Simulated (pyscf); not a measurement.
PySCF, gas phase, ωB97X-D3(BJ)/def2-SVP geometries. MP2 and CC: frozen core, UHF for open shells. ΔMP2 is the change of the MP2 total energy from the triple- to the quadruple-zeta basis.

### Question
Estimate by transition-state theory the rate constant of `[OH][BH][OH]` + `[FH]` → `[OH2]` + `[OH][BH][F]` (singlet surface; B–O, F–H broken, H–O, B–F formed) at 1200 K, with CCSD(T)/def2-TZVPP + ΔMP2(QZVPP) energies (ideal gas, 1 atm, RRHO with modes under 100 cm⁻¹ raised to 100, one conformer, R ln 2 for rigid chiral ones; no tunnelling).

### Answer
The electronic barrier is 20.0 kcal/mol and the thermal terms add +39.5, so ΔG‡ = 59.5 kcal/mol. With k_BT/h = 2.50e+13 s⁻¹ and RT = 2.385 kcal/mol, and a volume of 1.64e-19 cm³ per molecule at 1 atm, k = 5.9e-17 cm³ molecule⁻¹ s⁻¹. Wigner's tunnelling factor for 985i cm⁻¹ would be 1.06. A shift of 1 kcal/mol in the barrier changes k by a factor 1.5. On the reactant side the descent ends in a bound adduct, 9.6 kcal/mol under the separated species and 27.1 kcal/mol under the saddle at ωB97X-D3(BJ)/def2-TZVP. The products may also form a dative adduct at HO–BH–F; it and routes through it were not searched. At ωB97X-D3(BJ) the barrier from the zero used here is 17.5 kcal/mol. This is the saddle that the search found; another between the same sides may lie lower. The CCSD(T) − MP2 part came from Ansatz, without density fitting, on the same reference.
